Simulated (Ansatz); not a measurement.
**Si2N (doublet): the correlation ladder, def2-TZVPP**

One table from this session's results is given with a row withheld; the runs are named, their logs left out.

Computed with Ansatz 0.2.0, Gaussian basis. Level: def2-TZVPP, core rule «outside noble gas», up to 11 orbitals frozen.

The runs, in order: UHF; ROHF; CCSD(T) on UHF.

### The system

The geometry is a PBE0/def2-TZVP stationary point (not a proven minimum) of the parent state, kept for this charge and spin.

3 atoms, charge 0, spin multiplicity 2.

Atoms are counted from 1 here; the program's logs count them from 0.

Bond lengths: Si1–N2 1.661 Å, N2–Si3 1.597 Å. Angles: Si1–N2–Si3 180.0°.

Set-up of the first run:

in.yaml

```yaml
crystal:
  periodic: [false, false, false]
  atoms:
    - {symbol: Si, position_ang: [0.000000, 0.000000, 1.639800]}
    - {symbol: N, position_ang: [0.000000, 0.000000, -0.021300]}
    - {symbol: Si, position_ang: [0.000000, 0.000000, -1.618500]}
basis:
  gaussian: {orbitals: def2-TZVPP}
magnetization: {spin_polarized: true, initial_magnetization: 1}
hamiltonian: {xc: hf}
output: {orbitals: {seedname: orbitals}}
```

The run is started by

```console
$ ansatz run in.yaml --threads 1 --pin off --events-out ev --progress --plain --max-ram 4096MiB --backend cpu
```

Among the steps run: UHF; ROHF; CCSD(T) on UHF.

One table of the session follows, with a row left open; its other results are not shown here.

```
  method  from UCCSD(T) (meV)
    ROHF                    ?
     UHF             +11127.1
    UMP2              +1422.5
   UCCSD               +623.3
UCCSD(T)                    0
```

**Question.** Estimate the row for ROHF.

**Answer.** from UCCSD(T) (meV): +11419.5. In the column «from UCCSD(T) (meV)» it is the highest.
